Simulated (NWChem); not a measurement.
# hydrogen fluoride (HF); SMILES F

All runs: NWChem. Structure relaxed at the PBE-D3(BJ)/def2-SVP level. Vertical excitations in the gas phase; the lowest state need not have the same character in each row.

For level PBE0/def2-SVPD, TDA:

```yaml
oscillator_strength_of_that_lowest_state: 0.030
lowest state with f > 0.02, singlet (eV): 10.21
oscillator_strength_of_that_bright_state: 0.030
```

Task: What are these values for level PBE0/def2-SVP, TDA?

Result: The oscillator strength of that lowest state comes out as 0.014 and the lowest state with f > 0.02, singlet (eV) comes out as 15.00. The oscillator strength of that bright state is 0.267.
